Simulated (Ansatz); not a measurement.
A short molecular-dynamics run on HO, SMILES `[OH]` radical.

```yaml
crystal:
  periodic: [false, false, false]
  atoms:
    - {symbol: O, position_ang: [0.415884, -0.133147, 0.214552]}
    - {symbol: H, position_ang: [-0.415884, 0.133147, -0.214552]}
basis:
  gaussian: {orbitals: def2-SVP}
magnetization: {spin_polarized: false, initial_magnetization: 1}
hamiltonian: {xc: {name: r2SCAN}}
md: {timestep: 1 fs, n_steps: 20, ensemble: nvt_langevin, temperature: 300, initial_velocities: maxwell_boltzmann, friction: 0.01, seed: 778}
```

```sh
$ ansatz run in.yaml --threads 2 --pin off --events-out ev --progress --plain --max-ram 32768MiB --backend cpu
```

| step | time (fs) | potential energy (eV) | kinetic (eV) | T (K) | conserved (eV) |
| --- | --- | --- | --- | --- | --- |
| 0 | 0.0 | -2057.9253 | 0.0388 | 150 | – |
| 1 | 1.0 | -2057.9222 | 0.0328 | 127 | – |
| 2 | 2.0 | -2057.9117 | 0.0305 | 118 | – |
| 3 | 3.0 | -2057.9077 | 0.0273 | 106 | – |
| 4 | 4.0 | -2057.9166 | 0.0412 | 159 | – |
| 5 | 5.0 | -2057.9257 | 0.0592 | 229 | – |
| 6 | 6.0 | -2057.9205 | 0.0567 | 219 | – |
| 7 | 7.0 | -2057.9079 | 0.0533 | 206 | – |
| 8 | 8.0 | -2057.9084 | 0.0661 | 256 | – |
| 9 | 9.0 | -2057.9224 | 0.0732 | 283 | – |
| 10 | 10.0 | -2057.9235 | 0.0741 | 287 | – |
| 11 | 11.0 | -2057.9081 | 0.0530 | 205 | – |
| 12 | 12.0 | -2057.9003 | 0.0335 | 130 | – |
| 13 | 13.0 | -2057.9096 | 0.0369 | 143 | – |
| 14 | 14.0 | -2057.9237 | 0.0556 | 215 | – |
| 15 | 15.0 | -2057.9233 | 0.0607 | 235 | – |
| 16 | 16.0 | -2057.9122 | 0.0539 | 209 | – |
| 17 | 17.0 | -2057.9127 | 0.0454 | 176 | – |
| 18 | 18.0 | -2057.9233 | 0.0565 | 218 | – |
| 19 | 19.0 | -2057.9243 | 0.0527 | 204 | – |
| 20 | 20.0 | -2057.9125 | 0.0340 | 131 | – |

Velocities are drawn at the set temperature; a run this short doesn't reach equilibrium.

Frames (Å, forces in eV/Å):

```xyz
2
time=0.0 fs
O     0.416   -0.133    0.215    0.216   -0.069    0.111
H    -0.416    0.133   -0.215   -0.216    0.069   -0.111
2
time=1.0 fs
O     0.416   -0.134    0.216   -0.488    0.160   -0.266
H    -0.420    0.140   -0.240    0.488   -0.160    0.266
2
time=2.0 fs
O     0.416   -0.134    0.218   -0.920    0.309   -0.530
H    -0.419    0.146   -0.262    0.920   -0.309    0.530
2
time=3.0 fs
O     0.416   -0.134    0.220   -1.017    0.355   -0.617
H    -0.409    0.153   -0.280    1.017   -0.355    0.617
2
time=4.0 fs
O     0.414   -0.134    0.222   -0.728    0.265   -0.466
H    -0.390    0.158   -0.292    0.728   -0.265    0.466
2
time=5.0 fs
O     0.410   -0.135    0.224   -0.117    0.045   -0.080
H    -0.364    0.161   -0.301    0.117   -0.045    0.080
2
time=6.0 fs
O     0.407   -0.134    0.227    0.578   -0.231    0.417
H    -0.336    0.163   -0.310   -0.578    0.231   -0.417
2
time=7.0 fs
O     0.403   -0.134    0.229    1.053   -0.439    0.814
H    -0.312    0.164   -0.324   -1.053    0.439   -0.814
2
time=8.0 fs
O     0.401   -0.133    0.232    1.008   -0.442    0.838
H    -0.293    0.171   -0.345   -1.008    0.442   -0.838
2
time=9.0 fs
O     0.399   -0.133    0.236    0.421   -0.195    0.376
H    -0.282    0.182   -0.372   -0.421    0.195   -0.376
2
time=10.0 fs
O     0.397   -0.132    0.240   -0.320    0.155   -0.306
H    -0.277    0.194   -0.405    0.320   -0.155    0.306
2
time=11.0 fs
O     0.396   -0.132    0.243   -0.810    0.409   -0.828
H    -0.268    0.203   -0.435    0.810   -0.409    0.828
2
time=12.0 fs
O     0.394   -0.132    0.245   -0.931    0.487   -1.008
H    -0.253    0.207   -0.456    0.931   -0.487    1.008
2
time=13.0 fs
O     0.391   -0.133    0.246   -0.733    0.394   -0.837
H    -0.233    0.203   -0.467    0.733   -0.394    0.837
2
time=14.0 fs
O     0.388   -0.133    0.246   -0.274    0.151   -0.331
H    -0.208    0.195   -0.471    0.274   -0.151    0.331
2
time=15.0 fs
O     0.384   -0.132    0.246    0.299   -0.169    0.383
H    -0.178    0.185   -0.475   -0.299    0.169   -0.383
2
time=16.0 fs
O     0.381   -0.132    0.247    0.675   -0.392    0.929
H    -0.151    0.176   -0.484   -0.675    0.392   -0.929
2
time=17.0 fs
O     0.378   -0.132    0.248    0.634   -0.378    0.935
H    -0.130    0.171   -0.502   -0.634    0.378   -0.935
2
time=18.0 fs
O     0.375   -0.133    0.249    0.263   -0.162    0.416
H    -0.117    0.170   -0.527   -0.263    0.162   -0.416
2
time=19.0 fs
O     0.372   -0.133    0.251   -0.188    0.119   -0.317
H    -0.107    0.171   -0.556    0.188   -0.119    0.317
2
time=20.0 fs
O     0.369   -0.133    0.253   -0.503    0.325   -0.896
H    -0.099    0.170   -0.581    0.503   -0.325    0.896
```

Hardware: 2 threads of an AMD EPYC 7R13 on a shared host. Wall time 7.5 s, peak host memory 0.15 GiB.
